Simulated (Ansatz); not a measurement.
The input, for Ansatz 0.2.0:

```yaml
crystal:
  periodic: [false, false, false]
  atoms:
    - {symbol: H, position_ang: [-2.720844, 0.054876, 0.000000]}
    - {symbol: H, position_ang: [-1.882844, 0.054876, 0.000000]}
    - {symbol: Si, position_ang: [0.113156, 0.054876, 0.000000]}
    - {symbol: H, position_ang: [0.725337, -0.819409, 1.090012]}
    - {symbol: H, position_ang: [0.725337, -0.819409, -1.090012]}
basis:
  gaussian: {orbitals: cc-pVDZ, fitting: {mean_field: def2-universal-jkfit}}
magnetization: {spin_polarized: true, initial_magnetization: 0}
correlation: {method: ccsdt_q_b, electrons: valence}
accuracy: high
```

```sh
$ ansatz run in.yaml --threads 1 --pin off --events-out ev --progress --plain --max-ram 2393MiB
```

The program prints:

```
200 factors; integrals over basis functions are off by at most 3.8e-1 eV
mean field evaluation 1: about -7921.3812 eV, gradient 6.1e0 eV
mean field evaluation 2: about -7921.8118 eV, gradient 1.6e0 eV
mean field evaluation 4: about -7921.8515 eV, gradient 8.6e-2 eV
mean field evaluation 8: about -7921.9091 eV, gradient 4.5e-1 eV
mean field evaluation 16: about -7921.8499 eV, gradient 3.0e-1 eV
mean field evaluation 32: about -7921.9446 eV, gradient 2.6e-8 eV
mean field evaluation 64: about -7920.8700 eV, gradient 2.1e0 eV
mean field evaluation 96: about -7920.3469 eV, gradient 1.0e0 eV
mean field -7921.94456543 eV, -291.1260930926 hartree, gradient 2.6e-8 eV, S^2 0.398069; 5 other end points of the search recorded, 0 dependent functions left out
determinant -7921.94456543 eV, -291.1260930926 hartree, with singles and doubles -7926.11192896 eV, -291.2792408775 hartree
determinant -7920.36924502 eV, -291.0682011353 hartree, with singles and doubles -7924.45179675 eV, -291.2182321441 hartree
determinant -7921.85182664 eV, -291.1226850049 hartree, with singles and doubles -7926.14585227 eV, -291.2804875363 hartree
determinant -7921.94456543 eV, -291.1260930926 hartree, with singles and doubles -7926.12653925 eV, -291.2797777961 hartree
determinant -7921.85182664 eV, -291.1226850049 hartree, with singles and doubles -7926.14561564 eV, -291.2804788404 hartree
5 core orbitals not correlated: weight in the atoms' cores, before any rotation towards them, 1.000 or more for the frozen orbitals, at most 0.000 for the correlated occupied ones
reference -7921.85182664 eV, -291.1226850049 hartree; 4, 4 occupied and 29, 29 virtual orbitals, 200 factors
second order -3.29404202 eV of doubles, -0.00000000 eV of singles
cycle   1  -3.98408872 eV  change   -6.9e-1 eV  update   7.3e-2
cycle   2  -4.36259810 eV  change   -3.8e-1 eV  update   3.4e-2
...
cycle  19  -4.39937418 eV  change    5.3e-8 eV  update   8.3e-8
cycle  20  -4.39937412 eV  change    6.2e-8 eV  update   6.8e-8
cycle  21  -4.39937403 eV  change    8.7e-8 eV  update   4.1e-8
cycle  22  -4.39937403 eV  change    8.7e-9 eV  update   2.9e-8
cycle  23  -4.39937402 eV  change    2.1e-9 eV  update   1.9e-8
cycle  24  -4.39937401 eV  change    9.5e-9 eV  update   8.2e-9
cycle  25  -4.39937401 eV  change    5.9e-9 eV  update   4.0e-9
cycle  26  -4.39937401 eV  change   -1.2e-9 eV  update   2.1e-9
cycle  27  -4.39937401 eV  change   -1.4e-9 eV  update   1.0e-9
cycle  28  -4.39937401 eV  change  -5.4e-10 eV  update  5.7e-10
perturbative correction -0.00333323 eV, -0.0001224939 hartree
Total energy: -7926.25453388 eV, -291.2844815116 hartree
```

Ran on 1 thread of Arm Neoverse V2, shared host: 11 s wall, 0.25 GiB peak host memory.
